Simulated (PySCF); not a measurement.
C4H9P.
SMILES with atom numbers: `[CH3:1][C@@H:2]1[CH2:3][CH2:4][PH:5]1` (hydrogens: H6, H7, H8 on C1; H9 on C2; H10, H11 on C3; H12, H13 on C4; H14 on P5)

Computed, not measured: TDDFT PBE0/def2-SVPD, vertical, gas phase, core orbitals frozen in the response (PySCF 2.14.0, density-fitted response routines). The structure is a single GFN2-xTB conformer in the gas phase; no vibrational or solvent corrections.

```json
{"state": "S1", "E (eV)": "5.74", "E (hartree)": "0.2108", "f": "0.053", "main configurations (H = HOMO, L = LUMO)": "H→L (98%)"}
{"state": "S2", "E (eV)": "6.05", "E (hartree)": "0.2224", "f": "0.025", "main configurations (H = HOMO, L = LUMO)": "H→L+1 (96%)"}
{"state": "S3", "E (eV)": "6.97", "E (hartree)": "0.2562", "f": "0.078", "main configurations (H = HOMO, L = LUMO)": "H→L+3 (71%), H→L+2 (18%)"}
{"state": "S4", "E (eV)": "7.02", "E (hartree)": "0.2580", "f": "0.0058", "main configurations (H = HOMO, L = LUMO)": "H→L+2 (75%), H→L+3 (21%)"}
{"state": "S5", "E (eV)": "7.29", "E (hartree)": "0.2680", "f": "0.0087", "main configurations (H = HOMO, L = LUMO)": "H→L+4 (60%), H-1→L (33%)"}
{"state": "S6", "E (eV)": "7.47", "E (hartree)": "0.2747", "f": "0.016", "main configurations (H = HOMO, L = LUMO)": "H-1→L+1 (60%), H→L+4 (16%), H-1→L (13%)"}
{"state": "S7", "E (eV)": "7.55", "E (hartree)": "0.2774", "f": "0.045", "main configurations (H = HOMO, L = LUMO)": "H→L+5 (36%), H-1→L (30%), H-1→L+1 (12%)"}
{"state": "S8", "E (eV)": "7.60", "E (hartree)": "0.2794", "f": "0.017", "main configurations (H = HOMO, L = LUMO)": "H-2→L (68%), H→L+5 (17%)"}
```

Triplets, Tamm–Dancoff:

| state | E (eV) | λ (nm) | main configurations (H = HOMO, L = LUMO) |
| --- | --- | --- | --- |
| T1 | 4.62 | 268.3 | H→L (91%) |
| T2 | 5.25 | 236.1 | H→L+1 (69%), H→L+2 (9%) |
| T3 | 6.37 | 194.6 | H-1→L (45%), H→L+3 (33%), H→L+1 (11%) |

The lowest singlet comes at 216 nm (553 kJ/mol) in the ultraviolet; it is of moderate strength; its leading configuration is HOMO→LUMO (98%). The most intense listed level is S3 at 6.97 eV (178 nm, f = 0.078), 1.24 eV above S1. Löwdin shares by element: HOMO phosphorus 58%, carbon 30% or more; LUMO phosphorus 39%, carbon 26% or more, hydrogen 8% or more (atoms not listed hold the other 27%). Weighted by f, the mean energy of these states is 6.81 eV. Orbital energies (eV): HOMO-3 -9.46, HOMO-2 -8.79, HOMO-1 -8.31, HOMO -6.69, LUMO 0.27, LUMO+1 0.52, LUMO+2 1.39. The listed states span 1.87 eV, and the widest gap between neighbours is 0.92 eV (S2 to S3). Singlets were solved by full linear response, triplets in the Tamm–Dancoff approximation.
